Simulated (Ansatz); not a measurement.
**SiH₅ (doublet): the correlation ladder at distance H1–H2 along a hydrogen transfer = 0.930 Å, cc-pVDZ**

How much of the correlation energy of SiH₅ (doublet) does each wave-function method recover here?

Method: cc-pVDZ, core rule «outside noble gas», up to 5 orbitals frozen; program: Ansatz 0.2.0, Gaussian basis.

The runs, in order: UHF; CCSD(T) on ROHF; CCSD(T) on UHF; BCCD(T) on ROHF; CISD; CCSDT(Q) on ROHF; CCSDT(Q) on UHF; CASSCF and MRCISD+Q, 3 electrons in 3 orbitals; CASSCF and NEVPT2, 3 electrons in 3 orbitals; CASSCF and MRCISD+Q, 9 electrons in 9 orbitals; CASSCF and NEVPT2, 9 electrons in 9 orbitals.

6 further runs of the same task are left out: 1 for a mislabelled method, 4 that didn't finish, 1 set aside as unsound or not needed.

## (1) The geometry

The geometry derives from fragments relaxed apart (PBE0/def2-TZVP) and kept rigid, so it is no stationary point. A hydrogen atom is moved between rigid fragments.

6 atoms, charge 0, spin multiplicity 2.

Atoms are counted from 1 here; the program's logs count them from 0.

Bond lengths: Si3–H4 1.486 Å, Si3–H5 1.486 Å, Si3–H6 1.486 Å. Angles: H4–Si3–H5 111.3°, H4–Si3–H6 111.3°, H5–Si3–H6 111.3°.

As a file:

| atom | x (Å) | y (Å) | z (Å) |
| --- | --- | --- | --- |
| H1 | -2.72903 | 0.00000 | 0.00000 |
| H2 | -1.79903 | 0.00000 | 0.00000 |
| Si3 | 0.10297 | 0.00000 | 0.00000 |
| H4 | 0.55295 | -1.41625 | 0.00000 |
| H5 | 0.55295 | 0.70813 | -1.22651 |
| H6 | 0.55294 | 0.70813 | 1.22651 |

## (2) UHF

The input, in.yaml:

```yaml
crystal:
  periodic: [false, false, false]
  atoms:
    - {symbol: H, position_ang: [-2.729029, 0.000000, -0.000001]}
    - {symbol: H, position_ang: [-1.799029, 0.000000, -0.000001]}
    - {symbol: Si, position_ang: [0.102971, 0.000000, 0.000000]}
    - {symbol: H, position_ang: [0.552945, -1.416253, 0.000000]}
    - {symbol: H, position_ang: [0.552946, 0.708126, -1.226511]}
    - {symbol: H, position_ang: [0.552944, 0.708127, 1.226511]}
basis:
  gaussian: {orbitals: cc-pVDZ}
magnetization: {spin_polarized: true, initial_magnetization: 1}
hamiltonian: {xc: hf}
output: {orbitals: {seedname: orbitals}}
```

The run is started by

```
$ ansatz run in.yaml --threads 1 --pin off --events-out ev --progress --plain --max-ram 2393MiB
```

Further steps of the session: CCSD(T) on ROHF; CCSD(T) on UHF; BCCD(T) on ROHF; CISD; CCSDT(Q) on ROHF; CCSDT(Q) on UHF; CASSCF and MRCISD+Q, 3 electrons in 3 orbitals; CASSCF and NEVPT2, 3 electrons in 3 orbitals; CASSCF and MRCISD+Q, 9 electrons in 9 orbitals; CASSCF and NEVPT2, 9 electrons in 9 orbitals.

Q: Predict the results of all the runs planned. Wanted: UCCSDT(Q) below the RHF energy; RMP2 from UCCSDT(Q); UMP2 from UCCSDT(Q); RCCSD from UCCSDT(Q); RCCSD(T) from UCCSDT(Q); UCCSD(T) from UCCSDT(Q); RCCSDT(Q) from UCCSDT(Q); NEVPT2 pair from UCCSDT(Q); NEVPT2 valence from UCCSDT(Q).

The runs gave:

| quantity | value |
| --- | --- |
| UCCSDT(Q) below the RHF energy | -4.7174 eV |
| RMP2 from UCCSDT(Q) | +25.09 kcal/mol |
| UMP2 from UCCSDT(Q) | +25.27 kcal/mol |
| RCCSD from UCCSDT(Q) | +2.42 kcal/mol |
| RCCSD(T) from UCCSDT(Q) | +0.52 kcal/mol |
| UCCSD(T) from UCCSDT(Q) | +0.54 kcal/mol |
| RCCSDT(Q) from UCCSDT(Q) | 0.00 kcal/mol |
| NEVPT2 pair from UCCSDT(Q) | +22.82 kcal/mol |
| NEVPT2 valence from UCCSDT(Q) | +20.61 kcal/mol |
| MRCISD+Q valence from UCCSDT(Q) | +0.42 kcal/mol |
| levels within 1 kcal/mol (43 meV) | RCCSD(T), UCCSD(T), BCCD(T), RCCSDT, UCCSDT, RCCSDT(Q), MRCISD+Q valence |
| T1 diagnostic | 0.022 |
| effectively unpaired electrons | 1.02 |

**Reading.** RCCSD(T) lands +0.52 kcal/mol from the yardstick (0.5 % of the correlation energy). One determinant dominates. Of the multireference levels listed MRCISD+Q valence comes nearest in total energy (+0.42 kcal/mol), which doesn't show that its space is the better one. These misses are within one basis, not against nature; the frozen cores of restricted and unrestricted runs differ, which can shift their rows.
